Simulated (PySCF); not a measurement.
Simulated outer-valence photoelectron spectrum of `C#CC(C)=C=O`. The calculation used EOM-IP-CCSD/aug-cc-pVDZ in PySCF, restricted Hartree–Fock reference, 6 core orbitals frozen, non-relativistic, gas phase, PBE0-D3(BJ)/def2-SVP geometry.

Each root has a Gaussian of 0.5 eV full width with its one-hole share as area; cross sections and vibrations are left out, and the highest printed point is 100.

ionisation energy (eV), intensity and a bar:
```
      7.8          0 
      8.0          3 #
      8.2         19 ######
      8.4         45 #############
      8.6         45 #############
      8.8         18 #####
      9.0          3 #
      9.2          0 
      9.4          0 
      9.6          0 
      9.8          0 
     10.0          0 
     10.2          1 
     10.4         11 ###
     10.6         37 ###########
     10.8         49 ###############
     11.0         28 ########
     11.2         13 ####
     11.4         28 ########
     11.6         48 ###############
     11.8         35 ##########
     12.0         10 ###
     12.2          1 
     12.4          0 
     12.6          0 
     12.8          0 
     13.0          0 
     13.2          0 
     13.4          0 
     13.6          2 
     13.8         15 ####
     14.0         59 ##################
     14.2        100 ##############################
     14.4         82 #########################
     14.6         60 ##################
     14.8         48 ##############
     15.0         21 ######
     15.2          6 ##
     15.4         16 #####
     15.6         46 ##############
     15.8         71 #####################
     16.0         67 ####################
     16.2         38 ###########
     16.4         10 ###
     16.6          1
```

Task: Where are the maxima, and how many lines lie under the curve?

Result: 5 maxima, at 8.5, 10.8, 11.6, 14.2 and 15.9 eV, from 8 lines. At this width some lines have no maximum of their own.

Task: List the lines with their holes.

Result: 
```tsv
E (eV)	leading hole (HF orbital)	area	Koopmans (eV)
8.50	HOMO	0.96	8.84
10.77	HOMO-1	0.96	10.97
11.63	HOMO-2	0.94	12.33
14.19	HOMO-4	0.94	15.63
14.24	HOMO-3	0.95	15.33
14.73	HOMO-5	0.94	16.01
15.72	HOMO-7	0.89	18.00
16.02	HOMO-6	0.92	17.51
```

The widest gap, 2.56 eV, lies between 11.63 and 14.19 eV. Only orbitals with −ε under 21 eV, eight at most, were ionised, so the high end of the curve may lack lines.
